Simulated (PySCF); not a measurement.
Q: Write Cartesian coordinates for InChI=1S/C4H5F/c1-2-3-4-5/h2-4H,1H2/b4-3+ as optimised with PBE0-D3(BJ)/def2-TZVP.

A: 
```
atom  x, y, z in Å
C1    -1.788   -0.413   -0.268
C2    -0.610   -0.251    0.333
C3     0.570    0.275   -0.314
C4     1.723    0.422    0.327
F5     2.811    0.906   -0.273
H6    -2.641   -0.815    0.263
H7    -1.932   -0.148   -1.310
H8    -0.506   -0.528    1.380
H9     0.513    0.560   -1.360
H10    1.899    0.172    1.368
```

Any rigid rotation of these coordinates is as good. Atoms count from 1 in this order. Of the pairs four or more bonds apart, H8···H10 is among the closest relative to their van der Waals radii: 2.50 Å, 104 % of the sum of Bondi's values. The C–C distances run from 1.327 Å (C3=C4, drawn double) to 1.445 Å (C2–C3, drawn single), a spread of 0.118 Å. The 5 heavy atoms lie in one plane (0.001 Å rms).

Bonds between heavy atoms (Å): C1=C2 1.332, C2–C3 1.445, C3=C4 1.327, C4–F5 1.334.

The calculation used PBE0-D3(BJ)/def2-TZVP geometry optimisation, gas phase (PySCF 2.14.0).

Point group: Cs (tolerance 0.08 Å). Not checked by PBE0-D3(BJ)/def2-TZVP frequencies. The numbers are those of one conformer (C1–C2–C3–C4 180°).
